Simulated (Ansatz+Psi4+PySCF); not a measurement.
A calculation with Psi4 1.11.

```
molecule {
1 2
O 0.000000 0.000000 0.000000
O 0.000000 1.132800 0.504350
O 0.000000 -1.132800 0.504350
}

set basis cc-pVTZ
set reference uhf
set scf_type pk
set mp2_type conv
set cc_type conv
set num_frozen_docc 3
energy('mp2')
```

The input is written out from the run's settings.

The run gave:

| Property | Result |
| --- | --- |
| Converged | yes |
| Reference energy | -223.87722 hartree |
| Correlation energy | -0.80901 hartree |
| Total energy | -224.68623 hartree |
| Spin squared of the determinant | 0.800 |
| Occupied orbitals by symmetry in an Abelian subgroup (alpha; beta) | 6 A1 1 A2 1 B1 4 B2; 5 A1 1 A2 1 B1 4 B2 |

The reference isn't the lowest determinant (another lies 2.98 eV lower), but the same method gives a higher total on the lower determinant. Caution: MP2 on this radical cation hangs on the determinant chosen.
